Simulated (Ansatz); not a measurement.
**CCl2: ionisation energy by level of theory**

An exercise on one series of results from a longer session: the logs are not shown, and one member is left open.

Method: unrestricted cation, the program's frozen cores in correlated methods; program: Ansatz 0.2.0, Gaussian basis.

Plan: UKS PBE-D4/def2-TZVPP; UKS r2SCAN-D4/def2-TZVPP; UKS PBE0-D4/def2-TZVPP; UKS B3LYP-D4/def2-TZVPP; UKS wB97X-V/def2-TZVPP; UKS wB97M-V/def2-TZVPP; UKS B2PLYP/def2-TZVPP; UHF-CCSD(T)/def2-TZVPP; UHF-MP2/def2-QZVPP; extrapolation to the limit; then −ε(HOMO) from the neutral's earlier runs with LDA (SPW92), PBE-D4, revPBE-D4, BLYP-D4, r2SCAN-D4, B97M-V, PBE0-D4, B3LYP-D4, r2SCANh-D4, r2SCAN0-D4, HSE06-D4, BHLYP-D4, CAM-B3LYP-D4, LC-ωPBE, ωB97X-V, ωB97M-V.

**The geometry**

The geometry comes from an earlier relaxation with PBE0-D4 in a triple-zeta def2 set; it is a stationary point.

3 atoms, charge 0, spin multiplicity 1.

Atoms are counted from 1 here; the program's logs count them from 0.

Bond lengths: Cl1–C2 1.708 Å, C2–Cl3 1.708 Å. Angles: Cl1–C2–Cl3 109.5°.

Coordinates:

| atom | x (Å) | y (Å) | z (Å) |
| --- | --- | --- | --- |
| Cl1 | 1.2367 | -0.3293 | 0.6443 |
| C2 | -0.2316 | -0.5851 | -0.1898 |
| Cl3 | -1.0051 | 0.9145 | -0.4545 |

Set-up of the first run:

Input file in.yaml:

```yaml
crystal:
  periodic: [false, false, false]
  atoms:
    - {symbol: Cl, position_ang: [1.236737, -0.329343, 0.644283]}
    - {symbol: C, position_ang: [-0.231611, -0.585136, -0.189822]}
    - {symbol: Cl, position_ang: [-1.005126, 0.914479, -0.454461]}
basis:
  gaussian: {orbitals: def2-TZVPP}
total_charge: 1
magnetization: {spin_polarized: true, initial_magnetization: 1}
hamiltonian: {xc: pbe, dispersion: d4}
```

Steps of the session up to this table: Cation, UKS PBE-D4/def2-TZVPP; Cation, UKS r2SCAN-D4/def2-TZVPP; Cation, UKS PBE0-D4/def2-TZVPP; Cation, UKS B3LYP-D4/def2-TZVPP; Cation, UKS wB97X-V/def2-TZVPP; Cation, UKS wB97M-V/def2-TZVPP; Cation, UKS B2PLYP (frozen core)/def2-TZVPP; Cation, UHF-CCSD(T)/def2-TZVPP; Cation, UHF-MP2/def2-QZVPP.

One table of the session follows, with a row left open; its other results are not shown here.

It belongs to the step «Ionisation energies side by side». For comparison, −ε(HOMO) of the neutral from earlier runs:

| functional | −ε(HOMO) (eV) |
| --- | --- |
| LDA (SPW92) | 6.20 |
| PBE-D4 | 6.11 |
| revPBE-D4 | 6.07 |
| BLYP-D4 | 6.00 |
| r2SCAN-D4 | 6.43 |
| B97M-V | 6.57 |
| PBE0-D4 | 7.49 |
| B3LYP-D4 | 7.27 |
| r2SCANh-D4 | 6.94 |
| r2SCAN0-D4 | ? |
| HSE06-D4 | 7.09 |
| BHLYP-D4 | 8.80 |
| CAM-B3LYP-D4 | 8.89 |
| LC-ωPBE | 10.25 |
| ωB97X-V | 9.91 |
| ωB97M-V | 9.76 |

**Question.** Estimate the row for r2SCAN0-D4.

Worked estimate for «−ε(HOMO) (eV)». Against the share of exact exchange, r2SCAN-D4 (0, 6.43), r2SCANh-D4 (0.1, 6.94) give a slope of 5.10 per unit share; at 0.25 the line stands at 7.70.

As computed: −ε(HOMO) (eV): 7.70. In «−ε(HOMO) (eV)» the line misses by 0.00.
